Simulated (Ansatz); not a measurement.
Mulliken charges of C2H3F3 (`FCC(F)F`) from ωB97M-V/def2-TZVPP in Ansatz (PBE0-D4/def2-TZVP geometry).

| atom | x (Å) | y (Å) | z (Å) | charge (e) |
| --- | --- | --- | --- | --- |
| F1 | -0.986 | 1.459 | 0.051 | -0.211 |
| C2 | 0.088 | 0.679 | 0.380 | 0.051 |
| C3 | -0.007 | -0.670 | -0.286 | 0.281 |
| F4 | -1.136 | -1.311 | 0.095 | -0.190 |
| F5 | -0.045 | -0.537 | -1.631 | -0.190 |
| H6 | 0.112 | 0.540 | 1.465 | 0.094 |
| H7 | 1.006 | 1.174 | 0.051 | 0.094 |
| H8 | 0.853 | -1.299 | -0.024 | 0.072 |

By hand: the dipole of these point charges (1 e Å = 4.8032 D).

Σ q r = (0.601, -0.043, 0.361) e Å, of length 0.702 e Å = 3.37 D.

How does the dipole of the full density compare? (Estimate.)

Computed: (0.545, -0.034, 0.330) e Å, 3.06 D; the point charges give 1.10 times that, at 0° from its direction.

Point charges leave out the atoms' own dipoles, such as those of lone pairs, and Mulliken's split depends on the basis, so the close match here is no proof of good charges.
